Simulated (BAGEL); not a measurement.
# UHF/def2-SVPD (density fitting with qzvpp-jkfit) run of CH4ClSi (SMILES [CH2][SiH2]Cl)

Aim: the vertical electron affinity of CH4ClSi at UHF/def2-SVPD (density fitting with qzvpp-jkfit), from 2 runs. 

The results are computed with BAGEL 1.2.2.

3 further runs of the same task are left out: 1 that didn't finish, 2 set aside as unsound or not needed.

## 1. The system as given

CH4ClSi: 7 atoms, total charge 0, spin state doublet. As SMILES, `[CH2][SiH2]Cl`. The coordinates come from a PBE0-D4/def2-TZVP relaxation. This is one conformer, not always the lowest.

Bond lengths: C1–Si2 1.832 Å, Si2–Cl3 2.067 Å, C1–H4 1.085 Å, C1–H5 1.085 Å, Si2–H6 1.482 Å, Si2–H7 1.481 Å. Angles: C1–Si2–Cl3 110.1°, C1–Si2–H6 111.0°, C1–Si2–H7 111.0°, Cl3–Si2–H6 106.8°, Cl3–Si2–H7 106.9°, Si2–C1–H4 122.4°, Si2–C1–H5 122.3°, H6–Si2–H7 110.8°, H4–C1–H5 115.1°.

## 2. The energy at UHF/def2-SVPD (density fitting with qzvpp-jkfit)

Input file job.json:

```json
{ "bagel": [

{
  "title": "molecule",
  "basis": "def2-svpd.json",
  "df_basis": "qzvpp-jkfit",
  "angstrom": true,
  "geometry": [
    { "atom": "C", "xyz": [      -0.956100,       0.088100,      -0.602700 ] },
    { "atom": "Si", "xyz": [       0.657000,       0.049300,       0.264700 ] },
    { "atom": "Cl", "xyz": [       0.631500,      -1.390200,       1.747300 ] },
    { "atom": "H", "xyz": [      -1.161100,      -0.521500,      -1.476700 ] },
    { "atom": "H", "xyz": [      -1.796100,       0.671900,      -0.240300 ] },
    { "atom": "H", "xyz": [       0.934800,       1.344000,       0.929100 ] },
    { "atom": "H", "xyz": [       1.751200,      -0.309700,      -0.667000 ] }
  ]
},

{
  "title": "uhf",
  "nopen": 1
},

{
  "title": "print",
  "file": "orbitals.molden",
  "orbitals": true
}

]}
```

The basis set def2-SVPD is read from a file made from the Basis Set Exchange's data (not shown).

Launch:

```
$ BAGEL_NUM_THREADS=1 BAGEL job.json > job.out
```

Standard output:

```text
* using 1 threads per process

  ===============================================================
  ===============================================================

  *** Geometry ***

  { "atom" : "C", "xyz" : [     -1.806767,      0.166485,     -1.138938 ] },
  { "atom" : "Si", "xyz" : [      1.241550,      0.093163,      0.500211 ] },
  { "atom" : "Cl", "xyz" : [      1.193362,     -2.627097,      3.301918 ] },
  { "atom" : "H", "xyz" : [     -2.194161,     -0.985492,     -2.790559 ] },
  { "atom" : "H", "xyz" : [     -3.394137,      1.269707,     -0.454101 ] },
  { "atom" : "H", "xyz" : [      1.766516,      2.539792,      1.755745 ] },
  { "atom" : "H", "xyz" : [      3.309288,     -0.585248,     -1.260447 ] },

  Number of auxiliary basis functions:      403

  Since a DF basis is specified, we compute 2- and 3-index integrals:
    o Being stored without compression. Storage requirement is 0.034 GB

  Number of basis functions:      103
  Number of electrons      :       41

    * METHOD: MOLECULE                             0.18

  *** Open-shell HF ***

  === Nuclear Repulsion ===
   138.1738606608

      * DIIS with orbital gradients will be used.

  === UHF iteration (def2-svpd.json) ===
      0       -788.29206084          0.02025853           0.13
      1       -788.37500529          0.00740239           0.13
      2       -788.38482103          0.00258913           0.13
      3       -788.38623100          0.00071706           0.12
      4       -788.38648484          0.00014042           0.13
      5       -788.38652098          0.00007659           0.13
      6       -788.38653760          0.00002447           0.13
      7       -788.38654040          0.00001105           0.13
      8       -788.38654102          0.00000334           0.12
      9       -788.38654105          0.00000143           0.12
     10       -788.38654105          0.00000060           0.13
     11       -788.38654105          0.00000020           0.13
     12       -788.38654105          0.00000007           0.13
     13       -788.38654105          0.00000003           0.12
     14       -788.38654105          0.00000001           0.12
     15       -788.38654105          0.00000001           0.12
    * SCF iteration converged.

    * S^2 (UHF) is 0.7603

    * Permanent dipole moment:
           (    0.282984,    -0.447565,     0.611766) a.u.

    * METHOD: UHF                                  2.17

    * METHOD: PRINT                                0.02

  ===============================================================
```

Wall time 2.5 s (1 thread of Arm Neoverse V1, shared host); peak memory 0.12 GiB.

## 3. The singlet anion at the same level

Input file job.json:

```json
{ "bagel": [

{
  "title": "molecule",
  "basis": "def2-svpd.json",
  "df_basis": "qzvpp-jkfit",
  "angstrom": true,
  "geometry": [
    { "atom": "C", "xyz": [   -0.956100,    0.088100,   -0.602700 ] },
    { "atom": "Si", "xyz": [    0.657000,    0.049300,    0.264700 ] },
    { "atom": "Cl", "xyz": [    0.631500,   -1.390200,    1.747300 ] },
    { "atom": "H", "xyz": [   -1.161100,   -0.521500,   -1.476700 ] },
    { "atom": "H", "xyz": [   -1.796100,    0.671900,   -0.240300 ] },
    { "atom": "H", "xyz": [    0.934800,    1.344000,    0.929100 ] },
    { "atom": "H", "xyz": [    1.751200,   -0.309700,   -0.667000 ] }
  ]
},
{ "title": "hf", "charge": -1 },
{ "title": "print", "file": "orbitals.molden", "orbitals": true }

]}
```

The basis set def2-SVPD is read from a file made from the Basis Set Exchange's data (not shown).

Launch:

```
$ BAGEL_NUM_THREADS=1 BAGEL job.json > job.out
```

Standard output:

```text
* using 1 threads per process

  ===============================================================
  ===============================================================

  *** Geometry ***

  { "atom" : "C", "xyz" : [     -1.806767,      0.166485,     -1.138938 ] },
  { "atom" : "Si", "xyz" : [      1.241550,      0.093163,      0.500211 ] },
  { "atom" : "Cl", "xyz" : [      1.193362,     -2.627097,      3.301918 ] },
  { "atom" : "H", "xyz" : [     -2.194161,     -0.985492,     -2.790559 ] },
  { "atom" : "H", "xyz" : [     -3.394137,      1.269707,     -0.454101 ] },
  { "atom" : "H", "xyz" : [      1.766516,      2.539792,      1.755745 ] },
  { "atom" : "H", "xyz" : [      3.309288,     -0.585248,     -1.260447 ] },

  Number of auxiliary basis functions:      403

  Since a DF basis is specified, we compute 2- and 3-index integrals:
    o Being stored without compression. Storage requirement is 0.034 GB

  Number of basis functions:      103
  Number of electrons      :       41

    * METHOD: MOLECULE                             0.17

  *** RHF ***

  === Nuclear Repulsion ===
   138.1738606608

      * DIIS with orbital gradients will be used.

  === RHF iteration (def2-svpd.json) ===
      0       -788.17452912          0.01825329           0.06
      1       -788.31060469          0.01190746           0.06
      2       -788.37308371          0.00139758           0.06
      3       -788.37464233          0.00035784           0.06
      4       -788.37477080          0.00008563           0.06
      5       -788.37478060          0.00003098           0.06
      6       -788.37478172          0.00001138           0.06
      7       -788.37478191          0.00000379           0.06
      8       -788.37478193          0.00000140           0.06
      9       -788.37478193          0.00000046           0.06
     10       -788.37478193          0.00000015           0.06
     11       -788.37478193          0.00000004           0.07
     12       -788.37478193          0.00000002           0.07
     13       -788.37478193          0.00000000           0.06
    * SCF iteration converged.

    * Permanent dipole moment:
           (   -1.035381,     0.517572,    -1.065217) a.u.

    * METHOD: HF                                   1.04

    * METHOD: PRINT                                0.02

  ===============================================================
```

Run time: 1.4 s. Hardware: 1 thread of Arm Neoverse V1, shared host; peak memory 0.12 GiB.

## 4. Summary of results

Level: UHF/def2-SVPD (density fitting with qzvpp-jkfit).

| quantity | value |
| --- | --- |
| doublet CH4ClSi: total energy | -788.38654 Eh |
| doublet CH4ClSi: dipole moment | 2.06 D |
| doublet CH4ClSi: ⟨S²⟩ | 0.760 |
| singlet anion: total energy | -788.37478 Eh |
| singlet anion: HOMO energy | -1.45 eV |
| singlet anion: LUMO energy | 6.29 eV |
| singlet anion: HOMO–LUMO gap (to an unbound level, set by the basis) | 7.74 eV |
| vertical electron affinity (to the singlet anion) | -0.320 eV |

In words: The anion lies 0.32 eV (30.9 kJ/mol) above the neutral: the electron isn't bound at this level, and such a value depends on the basis. Hartree–Fock misses the correlation that binds many anions.
